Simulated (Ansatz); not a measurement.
**AlF2 (SMILES [F][Al][F]) at UCCSDT/STO-3G**

What is the vertical ionisation energy of AlF2 at UCCSDT/STO-3G? 

The calculation is run with Ansatz 0.2.0.

## (1) Starting point

AlF2: 3 atoms, total charge 0, spin state doublet. SMILES: `[F][Al][F]`. Geometry: relaxed at PBE0-D4/def2-TZVP.

Bond lengths: F1–Al2 1.647 Å, Al2–F3 1.647 Å. Angles: F1–Al2–F3 119.7°.

## (2) The energy at UCCSDT/STO-3G

Contents of in.yaml:

```yaml
crystal:
  periodic: [false, false, false]
  atoms:
    - {symbol: F, position_ang: [0.533000, -1.361200, 0.136400]}
    - {symbol: Al, position_ang: [0.388700, 0.275400, 0.245200]}
    - {symbol: F, position_ang: [-0.932500, 1.021000, -0.394800]}
basis:
  gaussian:
    orbitals: STO-3G
scf:
  omitted_lower_state_checks: [cluster_reference, increment]
magnetization:
  spin_polarized: true
  initial_magnetization: 1
correlation:
  method: ccsdt
  frozen_orbitals: {Al: 5, F: 1}
accuracy: high
```

The run is started by

```bash
$ ansatz run in.yaml --threads 1 --pin off --max-ram 2610MiB --events-out events.jsonl --progress --plain --runs-dir runs
```

Log, shortened:

```text
Warning: RAYON_NUM_THREADS=1 ignored (pool sized by the plan → 1); use --threads N
Functional definition: HF
  name "HF"
[...]
332 factors; integrals over basis functions are off by at most 2.8e-8 eV
[...]
mean field -11839.74995153 eV, -435.1027854479 hartree, gradient 4.1e-8 eV, S^2 0.758481; 0 other end points of the search recorded, 0 dependent functions left out
7 core orbitals not correlated: weight in the atoms' cores, before any rotation towards them, 1.000 or more for the frozen orbitals, at most 0.000 for the correlated occupied ones
reference -11839.74995153 eV, -435.1027854479 hartree; 9, 8 occupied and 3, 4 virtual orbitals, 332 factors
second order -1.36626671 eV of doubles, -0.00000000 eV of singles
cycle   1  -1.42136764 eV  change   -5.5e-2 eV  update   1.0e-1
[...]
cycle  28  -1.85471035 eV  change   -1.1e-9 eV  update   1.4e-9
Total energy: -11841.60466188 eV, -435.1709447960 hartree
Checks for a lower state left out: cluster_reference, increment
```

Wall time 1.4 s (1 thread of Arm Neoverse V1, shared host).

## (3) The singlet cation, same level

Contents of job.yaml:

```yaml
crystal:
  periodic: [false, false, false]
  atoms:
    - {symbol: F, position_ang: [0.533000, -1.361200, 0.136400]}
    - {symbol: Al, position_ang: [0.388700, 0.275400, 0.245200]}
    - {symbol: F, position_ang: [-0.932500, 1.021000, -0.394800]}
basis:
  gaussian: {orbitals: STO-3G}
scf: {omitted_lower_state_checks: [cluster_reference, increment]}
accuracy: high
total_charge: 1
correlation: {method: ccsdt, frozen_orbitals: {Al: 5, F: 1}}
```

The run is started by

```bash
$ ansatz run job.yaml --threads 1 --pin off --max-ram 2610MiB --events-out events.jsonl --progress --plain --runs-dir runs
```

Log, shortened:

```text
Warning: RAYON_NUM_THREADS=1 ignored (pool sized by the plan → 1); use --threads N
[... 2 set-up lines as earlier in the session ...]
[...]
332 factors; integrals over basis functions are off by at most 2.8e-8 eV
[...]
mean field -11835.01080610 eV, -434.9286250659 hartree, gradient 1.3e-8 eV, S^2 0.000000; 0 other end points of the search recorded, 0 dependent functions left out
7 core orbitals not correlated: weight in the atoms' cores, before any rotation towards them, 1.000 or more for the frozen orbitals, at most 0.000 for the correlated occupied ones
reference -11835.01080610 eV, -434.9286250659 hartree; 8, 8 occupied and 4, 4 virtual orbitals, 332 factors
second order -2.23652678 eV of doubles, -0.00000000 eV of singles
cycle   1  -2.21626267 eV  change    2.0e-2 eV  update   1.6e-1
[...]
cycle  34  -3.04174006 eV  change  -1.5e-10 eV  update   1.1e-9
Total energy: -11838.05254617 eV, -435.0404069515 hartree
Checks for a lower state left out: cluster_reference, increment
```

Wall time 0.42 s (1 thread of Arm Neoverse V1, shared host).

## (4) What came out

Level: UCCSDT/STO-3G, 7 core orbitals frozen.

| quantity | value |
| --- | --- |
| doublet AlF2: total energy | -435.17094 Eh |
| doublet AlF2: correlation energy (7 core orbitals frozen) | -68.2 mEh |
| doublet AlF2: ⟨S²⟩ of the reference determinant | 0.758 |
| doublet AlF2: T1 diagnostic | 0.020 |
| singlet cation: total energy | -435.04041 Eh |
| singlet cation: correlation energy (7 core orbitals frozen) | -111.8 mEh |
| singlet cation: T1 diagnostic | 0.034 |
| vertical ionisation energy (to the singlet cation) | 3.552 eV |

Removing an electron at fixed nuclei costs 3.55 eV (82 kcal/mol). Only the singlet of the ionised species was computed; a triplet could lie lower. In a minimal basis such a difference can be off by several eV, whatever the method. The T1 diagnostic (singlet cation) of 0.034 is above the customary mark for such species, so a single reference may not serve.
